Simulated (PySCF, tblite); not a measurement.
**hydroxide and ammonia**

A gas-phase complex of hydroxide and ammonia; charge -1, singlet. The structure comes from a short search (6 tight-binding starts) and was relaxed by PBE0-D3(BJ)/def2-TZVPD; another way of binding may lie lower. Frequencies by PBE0-D3(BJ)/def2-TZVPD show no clear imaginary mode.

Parts: 1 = hydroxide ([OH-]), atoms 1–2, charge -1; 2 = ammonia (N), atoms 3–6.

```xyz
6

O     0.507   -0.209   -0.255
H    -0.046    0.182    0.427
N     1.757   -2.449    0.635
H     1.579   -3.122   -0.106
H     1.230   -1.554    0.333
H     2.742   -2.217    0.538
```
(Å; atoms numbered from 1)

Contacts between parts, classed by geometry: H5···O1 1.637 Å (hydrogen bond, 175°).

Interaction energies are complex less parts, with the parts frozen as they stand in it; counterpoise-corrected, in kcal/mol (PySCF). The CCSD(T) estimate is Hartree-Fock/aug-cc-pVQZ, plus the MP2 correlation part extrapolated as X⁻³ from aug-cc-pVTZ and aug-cc-pVQZ, plus CCSD(T) less MP2 in aug-cc-pVDZ; noble-gas cores are frozen. It isn't the exact limit.

| level | interaction | superposition error removed |
| --- | --- | --- |
| Hartree-Fock/aug-cc-pVQZ | -14.63 | - |
| wB97M-D3(BJ)/def2-TZVPD | -17.07 | -0.16 |
| MP2/aug-cc-pVQZ | -17.11 | -0.57 |

What does CCSD(T) at its estimated basis limit give, and which of these levels comes nearest?

-17.31 kcal/mol. wB97M-D3(BJ)/def2-TZVPD and MP2/aug-cc-pVQZ come equally near, within the error of the estimate; the errors are Hartree-Fock/aug-cc-pVQZ +2.68, wB97M-D3(BJ)/def2-TZVPD +0.24, MP2/aug-cc-pVQZ +0.20.

What holds them together? Decompose the wB97M-D3(BJ)/def2-TZVPD energy: frozen parts, their antisymmetrised product, then relaxation.

electrostatic -30.1, Pauli repulsion +34.9, orbital relaxation -21.3, dispersion correction -0.7 kcal/mol, which sum to the value before the counterpoise correction; the Pauli term holds the exchange-correlation of the frozen density too. Of the attraction, 58 % is electrostatic, 41 % is orbital relaxation, 1 % is dispersion correction.

The parts were also relaxed and run alone, at the levels used for the complex: vibrations by PBE0-D3(BJ)/def2-TZVPD; shieldings by PBE0/aug-pcSseg-2; core levels by delta-SCF with SCAN, aug-pcX-2 on the ionised atom and aug-pcseg-1 elsewhere, spin-free X2C.

How do these values change when the complex forms?


```tsv
property	alone	in the complex	change
N3–H5 bond (Å)	1.013	1.081	+0.068
stretch carried by H5 (cm⁻¹, harmonic)	3502, 3630, 3630	2457	-1130 from the mean
its infrared intensity (km/mol)	4, 5, 5	2125	
shielding of H5 (ppm)	31.56	19.02	-12.54
shielding of O1 (ppm)	373.8	314.0	-59.8
shielding of N3 (ppm)	262.2	249.3	-12.9
O1 1s core level (eV)	527.90	528.86	+0.96
N3 1s core level (eV)	405.53	398.97	-6.56
```

Density functionals tend to overstate the lengthening and the red shift of so strongly bound an X–H bond.

What are the binding energy from relaxed parts (wB97M-D3(BJ)/def2-TZVPD), and ΔH and ΔG of association at 298.15 K and 1 atm?

-14.99 kcal/mol, -13.83 with zero-point energy; ΔH -14.7 and ΔG -7.9 kcal/mol, from harmonic vibrations by PBE0-D3(BJ)/def2-TZVPD with low modes damped.
